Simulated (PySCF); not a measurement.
Species: CH8Si2.
Atom-mapped SMILES: `[CH3:1][SiH2:2][SiH3:3]` (hydrogens: H4, H5, H6 on C1; H7, H8 on Si2; H9, H10, H11 on Si3)

Method: PBE0-D3(BJ)/def2-SVP geometry optimisation, gas phase (PySCF); density fitting, grid level 1; the optimiser is geomeTRIC in internal coordinates, started from a GFN2-xTB structure with every atom displaced at random (about 0.01 Å).

Step 0: E = -16908.7777 eV
```
atom  x, y, z in Å  |  force x, y, z in eV/Å
C1     -1.5505    0.6800    0.0782    0.670   0.729  -0.788
Si2    -0.3739   -0.7658    0.2092   -0.483   0.446   0.154
Si3     1.7759   -0.0907   -0.2494    0.493  -0.107   0.643
H4     -2.5612    0.4096    0.2785   -1.228  -0.567   0.292
H5     -1.3139    1.4873    0.7646    0.288   0.318   0.438
H6     -1.5558    1.1410   -0.9258    0.138  -0.168   0.006
H7     -0.5115   -1.3265    1.5628    0.172  -0.218   0.475
H8     -0.8306   -1.7972   -0.7176   -0.054  -0.560  -0.521
H9      1.9405    0.4778   -1.5688   -0.088   0.350  -0.987
H10     2.2660    0.9480    0.6905   -0.105   0.213   0.270
H11     2.7529   -1.1893   -0.1378    0.197  -0.435   0.017
```

**Question.** Estimate the geometry and energy of step 1. (The exact step hangs on the optimiser's Hessian estimate; all steps are aligned on step 0, rigid shifts and turns removed.)

**Answer.** E = -16908.9189 eV, largest force 0.317 eV/Å
```
atom  x, y, z in Å  |  force x, y, z in eV/Å
C1     -1.5760    0.7210    0.0658   -0.265  -0.050   0.168
Si2    -0.3980   -0.7412    0.2142    0.082  -0.155  -0.036
Si3     1.8158   -0.1037   -0.2349   -0.086   0.103  -0.083
H4     -2.6157    0.4138    0.2884    0.184   0.015  -0.038
H5     -1.3117    1.5276    0.7656    0.054  -0.008   0.023
H6     -1.5608    1.1360   -0.9493    0.033   0.030  -0.135
H7     -0.4296   -1.3325    1.5928   -0.059   0.035  -0.030
H8     -0.7848   -1.8244   -0.7529   -0.012   0.058   0.059
H9      1.9022    0.4888   -1.6124    0.028  -0.021   0.078
H10     2.2270    0.9402    0.7565    0.053   0.010  -0.017
H11     2.7698   -1.2515   -0.1493   -0.012  -0.019   0.011
```

The energy changes by -0.1412 eV. The first-order estimate −F·Δx gives -0.3192 eV and the mean of the old and new forces, exact on a quadratic surface, -0.1424 eV. The step makes an angle of 52° with the force vector and moves no atom by more than 0.087 Å.

The cost below is that of the whole optimisation. Hardware: one thread of an Arm Neoverse V2, no GPU, on a shared host. Cost: 9.9 s of wall time, 0.44 GiB resident at most.
